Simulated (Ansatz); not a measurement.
A geometry optimisation of C2H6 with r2SCAN-D4/def2-SVP

The starting geometry of this gas-phase triplet was optimised with GFN2-xTB as a singlet; its bonds are those of `CC`.

```xyz
8

C    -1.5026   -0.5386   -0.8886
C    -2.7001    0.2861   -1.3380
H    -0.9773   -0.9482   -1.7480
H    -0.8043    0.0731   -0.3217
H    -1.8214   -1.3656   -0.2580
H    -3.2277    0.6916   -0.4774
H    -2.3827    1.1149   -1.9669
H    -3.3968   -0.3269   -1.9060
```

Predict what becomes of its bonds when it is optimised with r2SCAN-D4/def2-SVP.

It falls apart into C2H5 + H. Contacts that open: C1–H3 (1.09 → 3.26 Å).

The energy falls by 5.32 eV over 44 steps:

```json
{"step": "1", "E − E(last) (eV)": "5.317"}
{"step": "6", "E − E(last) (eV)": "3.501"}
{"step": "11", "E − E(last) (eV)": "0.329"}
{"step": "15", "E − E(last) (eV)": "0.012"}
{"step": "20", "E − E(last) (eV)": "0.007"}
{"step": "25", "E − E(last) (eV)": "0.003"}
{"step": "30", "E − E(last) (eV)": "0.001"}
{"step": "34", "E − E(last) (eV)": "0.001"}
{"step": "39", "E − E(last) (eV)": "0.000"}
{"step": "44", "E − E(last) (eV)": "0.000"}
```

Final geometry (Å):

```yaml
atoms:
  - { symbol: C, position_ang: [-1.8124, -0.6701, -0.4436] }
  - { symbol: C, position_ang: [-2.8455, 0.0922, -1.1879] }
  - { symbol: H, position_ang: [0.0704, 0.4263, -2.8745] }
  - { symbol: H, position_ang: [-0.7496, -0.5525, -0.6759] }
  - { symbol: H, position_ang: [-2.0733, -1.2517, 0.4450] }
  - { symbol: H, position_ang: [-3.0391, 1.0870, -0.7338] }
  - { symbol: H, position_ang: [-2.5467, 0.2850, -2.2316] }
  - { symbol: H, position_ang: [-3.8166, -0.4299, -1.2023] }
```

The end wasn't checked by frequencies. Open shells are spin-unrestricted. The triplet needn't be the ground state. Run with Ansatz 0.2.0, 2 min on 1 thread of Arm Neoverse V2 (shared host).
